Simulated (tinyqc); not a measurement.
Worked calculation: Hueckel theory of the pi electrons, for the molecule OC=C1C=C1 (SMILES; centres numbered as the heavy atoms are written). One step of it, computed by the program tinyqc.

Task: Energy, charges, bond orders. E = sum n x; q_r = z_r - P_rr; bond order p = P_rs; free valence = sqrt(3) - sum of p over the bonds of the atom.

x values: [2.409825, 2.018647, 0.140948, -1.000000, -1.519421]

occupations: [2.000000, 2.000000, 2.000000, 0.000000, 0.000000]

charge and bond-order matrix P, order 1O, 2C, 3C, 4C, 5C:
$$\begin{pmatrix}
1.977630 & 0.112460 & -0.154992 & 0.061519 & 0.061519 \\
0.112460 & 1.434623 & 0.779199 & -0.309277 & -0.309277 \\
-0.154992 & 0.779199 & 0.926113 & 0.426244 & 0.426244 \\
0.061519 & -0.309277 & 0.426244 & 0.830817 & 0.830817 \\
0.061519 & -0.309277 & 0.426244 & 0.830817 & 0.830817
\end{pmatrix}$$

Centres:
```
centre  z_r, pi electrons of the neutral centre         h
1O                                            2  2.050000
2C                                            1  0.000000
3C                                            1  0.000000
4C                                            1  0.000000
5C                                            1  0.000000
```

Bonds:
```
i  j         k
1  2  0.710000
2  3         1
3  4         1
4  5         1
5  3         1
```

Give: pi energy = 6 alpha + this times beta; pi charges; Bond orders and lengths from R = 1.517 - 0.180 p; free valence of the carbons; gap between the highest filled and the next level.

Result:

pi energy = 6 alpha + this times beta = 9.1388

pi charges: 1O 0.0224, 2C -0.4346, 3C 0.0739, 4C 0.1692, 5C 0.1692

Bond orders and lengths from R = 1.517 - 0.180 p (angstrom, C-C alone):
```
bond       p       R
1-2   0.1125       -
2-3   0.7792  1.3767
3-4   0.4262  1.4403
4-5   0.8308  1.3675
5-3   0.4262  1.4403
```

free valence of the carbons: 2C 0.8404, 3C 0.1004, 4C 0.4750, 5C 0.4750

gap between the highest filled and the next level = 1.1409 |beta|
